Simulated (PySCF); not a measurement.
# C3H7N (Azetidine): the cost of one run

The runs use PySCF 2.14.0, with density-fitted response routines of our own; the level of theory stands in each step. All values are computed, except where a source is named. Atoms are numbered from 0 throughout.

## 1. Starting geometry

11 atoms, charge 0, multiplicity 1; geometry from: GFN2-xTB. The atoms were then displaced at random by about 0.01 Å, so the start is not that level's minimum.

Bonds of the start (Å): C0–C1 1.50, C1–N2 1.47, N2–C3 1.43, C3–C0 1.51, C0–H4 1.09, C0–H5 1.11, C1–H6 1.10, C1–H7 1.11, N2–H8 1.00, C3–H9 1.13, C3–H10 1.09.

## 2. Relaxing the molecule at PBE0-D3(BJ)/def2-TZVP

What the job is given:

```
{"job": {"xc": "PBE0", "basis": "def2-TZVP", "d3": "d3bj", "grid": 2, "shake": 0.01, "kind": "geom"}, "charge": 0, "multiplicity": 1}
C     -0.069210     0.941510     0.005610
C      1.005000    -0.059070     0.315910
N     -0.022750    -1.114450     0.345850
C     -0.962880    -0.237140    -0.279670
H     -0.402500     1.540520     0.855170
H      0.093660     1.635870    -0.840950
H      1.538540     0.059300     1.272320
H      1.769280    -0.144600    -0.487080
H      0.219400    -1.964730    -0.116560
H     -1.960930    -0.261270     0.249940
H     -1.169510    -0.421770    -1.336200
```

Command:

```console
$ OMP_NUM_THREADS=1 python probes_run.py task.json out
```

One launch serves the whole session: the jobs run in the order shown.

Q: Estimate the wall time and peak memory of this first job on 1 thread of Arm Neoverse V2, shared host.

About 46 s, with a peak of 0.76 GiB.
